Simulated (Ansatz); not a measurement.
## What each rung costs, and what it gives

Saddle point of BSiH6Cl, singlet (BSiH₆Cl ([SiH3][BH2][ClH]) → BSiH₆Cl ([Cl][BH2]1[H][SiH3]1); bonds formed: B1–H5, Si2–H5; dative contacts that become bonds: B1–Cl6; bonds broken: H5–Cl6; bonds weakened to dative contacts: B1–Si2), PBE0-D4/def2-TZVP structure:

```csv
atom,x (Å),y (Å),z (Å)
B1,-0.9856,-0.2068,0.0988
Si2,1.0477,-0.4181,-0.1369
H3,-1.6039,-0.4403,-0.8925
H4,-1.3733,-0.5297,1.1782
H5,-0.2812,1.2678,0.0941
Cl6,-1.4104,2.0270,0.2446
H7,1.1228,-1.9062,-0.1707
H8,1.6033,0.1245,-1.4057
H9,1.8807,0.0818,0.9901
```

Barriers are electronic and count from the start structure reached by relaxing down the imaginary mode.

Computed with Ansatz 0.2.0 (basis: as named in each row); correlated methods freeze the cores. B3LYP uses VWN-RPA correlation. Extrapolation: Hartree–Fock as exp(−7.88 √X), correlation as X^−2.97.

Times are rough, for one single point on 2 threads of a shared host (Arm Neoverse V2).

The estimate by CCSD(T) at an estimated basis limit (MP2 extrapolated from triple and quadruple zeta, plus CCSD(T) − MP2 in triple zeta) is 42.3 kJ/mol.

| method | basis | time (s) | barrier (kJ/mol) | method less estimate |
| --- | --- | --- | --- | --- |
| SPW92 | def2-TZVPP | 1 | 18.5 | -23.8 |
| PBE-D4 | def2-TZVPP | 2 | 22.5 | -19.8 |
| BLYP-D4 | def2-TZVPP | 2 | 28.9 | -13.4 |
| B3LYP-D4 | def2-TZVPP | 2 | 36.2 | -6.2 |
| BHLYP-D4 | def2-TZVPP | 3 | 47.6 | 5.3 |
| PBE0-D4 | def2-TZVPP | 3 | 32.1 | -10.2 |
| CAM-B3LYP-D4 | def2-TZVPP | 3 | 42.0 | -0.3 |
| RPA on PBE | def2-TZVPP | 4 | 43.0 | 0.7 |
| r2SCAN-D4 | def2-TZVPP | 4 | 26.9 | -15.4 |
| r2SCAN0-D4 | def2-TZVPP | 5 | 34.4 | -7.9 |
| B2PLYP | def2-TZVPP | 5 | 38.9 | -3.4 |
| PBE-QIDH | def2-TZVPP | 5 | 39.4 | -2.9 |
| wB97X-V | def2-TZVPP | 8 | 43.4 | 1.1 |
| B97M-V | def2-TZVPP | 9 | 36.6 | -5.7 |
| wB97M-V | def2-TZVPP | 9 | 41.5 | -0.8 |
| MP2 | def2-QZVPP | 16 | 40.3 | -2.0 |
| CCSD(T) | def2-TZVPP | 42 | 42.5 | 0.2 |

All methods are single points on the PBE0-D4 structures.

The T1 diagnostic stays at or below 0.013.

Labels in which every atom is bracketed show which atoms are joined, not bond orders.
